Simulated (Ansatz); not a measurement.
**Which is lower?**

Two relaxed structures of CH₅BSi, singlet (PBE0-D4/def2-TZVP; forces vanish, vibrations not checked).

A:

```json
{"atom": "C1", "x (Å)": "-0.5073", "y (Å)": "0.7993", "z (Å)": "-0.4204"}
{"atom": "B2", "x (Å)": "0.1500", "y (Å)": "-0.3422", "z (Å)": "0.4098"}
{"atom": "Si3", "x (Å)": "0.8733", "y (Å)": "-1.6498", "z (Å)": "1.4626"}
{"atom": "H4", "x (Å)": "-1.5965", "y (Å)": "0.7138", "z (Å)": "-0.3877"}
{"atom": "H5", "x (Å)": "-0.2035", "y (Å)": "0.7959", "z (Å)": "-1.4703"}
{"atom": "H6", "x (Å)": "-0.2450", "y (Å)": "1.7737", "z (Å)": "-0.0002"}
{"atom": "H7", "x (Å)": "1.4853", "y (Å)": "-0.4774", "z (Å)": "0.4133"}
{"atom": "H8", "x (Å)": "0.0438", "y (Å)": "-1.6134", "z (Å)": "-0.0073"}
```

B:

```xyz
8
angstrom
C -0.7855 1.1203 -0.2623
B -0.1483 0.0341 0.3029
Si 0.8275 -1.4882 1.1000
H -1.8625 1.1665 -0.4007
H 0.4185 -1.7336 2.5071
H -0.2460 1.9998 -0.6047
H 2.2658 -1.1049 1.0701
H 0.6398 -2.7362 0.3160
```

Computed with Ansatz 0.2.0 (basis: def2-TZVPP); correlated methods freeze the cores. B3LYP uses VWN-RPA correlation.

(1) Which structure is lower at CCSD(T), and by how much? (To be estimated.)

(2) Do the other methods give the same order? (Judge from chemistry; the calculation decides.)

No T1 diagnostic of these runs exceeds 0.015.

Results:

(1) The calculation gives: A, by 7.31 kcal/mol (electronic energy, against the other). By their contacts, A is CH₅BSi ([CH3][B]12[H][Si]1[H]2) and B is CH₅BSi ([CH2][B][SiH3]).

(2) The calculation gives: Not all: HF gives the other order.

```csv
method,E(B) − E(A) (kcal/mol)
PBE-D4,11.76
r2SCAN-D4,7.97
PBE0-D4,10.74
B3LYP-D4,4.25
wB97M-V,9.14
HF,-7.14
MP2,9.19
CCSD,5.64
CCSD(T),7.31
```

Labels in which every atom is bracketed show which atoms are joined, not bond orders.

For scale, one of the runs: CCSD(T)/def2-TZVPP, 174 basis functions, launched by `ansatz run in.yaml --threads 2 --pin off --events-out ev --progress --plain --max-ram 4352MiB`. Time: 14 s of wall clock on 2 CPU threads of an Intel Xeon Platinum 8223CL; the host was shared. Peak host memory: 1.5 GiB.
